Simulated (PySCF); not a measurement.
Q: Give a GFN2-xTB geometry of `[H]/N=C(\C)CCC`.

A: 
```
atom  x, y, z in Å
C1     1.7915   -0.0771    0.8913
C2     1.2210   -0.5824   -0.4273
C3     0.2095    0.4015   -1.0256
C4    -0.9958    0.6137   -0.1529
C5    -1.8840   -0.5825    0.0624
N6    -1.1818    1.7637    0.3215
H7     2.2880    0.8789    0.7464
H8     1.0003    0.0634    1.6237
H9     2.5131   -0.7856    1.2918
H10    2.0334   -0.7195   -1.1446
H11    0.7500   -1.5562   -0.2766
H12   -0.1249    0.0246   -1.9957
H13    0.6897    1.3694   -1.1735
H14   -2.1506   -1.0302   -0.8933
H15   -2.7936   -0.3031    0.5916
H16   -1.3586   -1.3332    0.6506
H17   -2.0142    1.8666    0.9003
```

Any rigid rotation of these coordinates is as good. Atoms count from 1 in this order. Of the pairs four or more bonds apart, C4···H8 is among the closest relative to their van der Waals radii: 2.73 Å, 94 % of the sum of Bondi's values. The 4 C–C bonds span 1.503 Å (C3–C4, drawn single) to 1.533 Å (C2–C3, drawn single), a spread of 0.030 Å.

Bonds between heavy atoms (Å): C1–C2 1.523, C2–C3 1.533, C3–C4 1.503, C4–C5 1.505, C4=N6 1.258.

The geometry is computed with GFN2-xTB (gas phase).

Point group: C1 (no symmetry element, even within 0.4 Å). GFN2-xTB frequencies: not computed here. One conformer, not necessarily the lowest (C1–C2–C3–C4 -62°, C2–C3–C4–C5 -65°).
